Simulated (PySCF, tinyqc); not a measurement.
CISD on RHF in the sto-3g basis, frozen core, for LiH, spin multiplicity 1, step by step. The lowest restricted solution is unstable here: a spin-polarised one lies 0.0029 hartree lower (PySCF). One step of it, computed by the program tinyqc.

Problem. CISD: determinants and Hamiltonian. Slater-Condon rules over spin orbitals, with the nuclear repulsion and the energy of the frozen orbital added and E(HF) subtracted on the diagonal. Only determinants linked to the reference directly or through others are kept (one block of an abelian symmetry group), so some states are absent.

one-electron integrals dressed by the frozen orbital, h + 2 (pq|11) - (p1|1q) (hartree):
```
           2          3          4          5          6
2  -0.686731   0.059977   0.000000   0.000000  -0.107704
3   0.059977  -0.333209   0.000000   0.000000   0.071642
4   0.000000   0.000000  -0.307093   0.000000   0.000000
5   0.000000   0.000000   0.000000  -0.307093   0.000000
6  -0.107704   0.071642   0.000000   0.000000  -0.321268
```

energy of the frozen orbital, 2 h_11 + (11|11) = -7.62574190 hartree

Two-electron integrals over orbitals (pq|rs), unique and non-zero (hartree); the lowest 1 orbital is frozen and left out:
```
(22|22) 0.450093    (32|22) -0.059977   (32|32) 0.021874    (33|22) 0.212973
(33|32) 0.014716    (33|33) 0.328106    (42|42) 0.021177    (43|42) 0.020368
(43|43) 0.041381    (44|22) 0.244400    (44|32) 0.013934    (44|33) 0.279502
(44|44) 0.312946    (52|52) 0.021177    (53|52) 0.020368    (53|53) 0.041381
(54|54) 0.016869    (55|22) 0.244400    (55|32) 0.013934    (55|33) 0.279502
(55|44) 0.279207    (55|55) 0.312946    (62|22) 0.107704    (62|32) -0.044902
(62|33) -0.018517   (62|44) -0.037341   (62|55) -0.037341   (62|62) 0.130800
(63|22) -0.058272   (63|32) 0.017878    (63|33) 0.036736    (63|44) 0.008259
(63|55) 0.008259    (63|62) -0.039654   (63|63) 0.031541    (64|42) -0.018385
(64|43) -0.011876   (64|64) 0.019180    (65|52) -0.018385   (65|53) -0.011876
(65|65) 0.019180    (66|22) 0.421739    (66|32) -0.049380   (66|33) 0.238706
(66|44) 0.258133    (66|55) 0.258133    (66|62) 0.097256    (66|63) -0.046618
(66|66) 0.417310
```

nuclear repulsion = 0.73599056 hartree

Hartree-Fock energy = -7.81312077 hartree

Give: determinants; H - E(HF) between determinants.

Solution.

Occupation strings over the orbitals (2 doubly, a alpha, b beta, 0 empty; spin orbitals ordered 1a 1b 2a 2b ...): 220000 2ab000 2a000b 2ba000 2b000a 202000 20a00b 200200 200020 20b00a 200002

H - E(HF) between determinants (hartree):
```
         220000   2ab000   2a000b   2ba000   2b000a   202000   20a00b   200200
220000   0.0000   0.0000   0.0000   0.0000   0.0000   0.0219  -0.0449   0.0212
2ab000   0.0000   0.1164   0.0134  -0.0219   0.0449   0.0747   0.0179   0.0204
2a000b   0.0000   0.0134   0.3371   0.0449  -0.1308   0.0179   0.0106  -0.0184
2ba000   0.0000  -0.0219   0.0449   0.1164   0.0134  -0.0747   0.1262  -0.0204
2b000a   0.0000   0.0449  -0.1308   0.0134   0.3371  -0.0179   0.0397   0.0184
202000   0.0219   0.0747   0.0179  -0.0747  -0.0179   0.5851   0.1084   0.0414
20a00b  -0.0449   0.0179   0.0106   0.1262   0.0397   0.1084   0.5076  -0.0119
200200   0.0212   0.0204  -0.0184  -0.0204   0.0184   0.0414  -0.0119   0.6221
200020   0.0212   0.0204  -0.0184  -0.0204   0.0184   0.0414  -0.0119   0.0169
20b00a   0.0449   0.1262   0.0397   0.0179   0.0106  -0.1084  -0.0315   0.0119
200002   0.1308  -0.0397  -0.0104   0.0397   0.0104   0.0315   0.0250   0.0192

         200020   20b00a   200002
220000   0.0212   0.0449   0.1308
2ab000   0.0204   0.1262  -0.0397
2a000b  -0.0184   0.0397  -0.0104
2ba000  -0.0204   0.0179   0.0397
2b000a   0.0184   0.0106   0.0104
202000   0.0414  -0.1084   0.0315
20a00b  -0.0119  -0.0315   0.0250
200200   0.0169   0.0119   0.0192
200020   0.6221   0.0119   0.0192
20b00a   0.0119   0.5076  -0.0250
200002   0.0192  -0.0250   0.6981
```
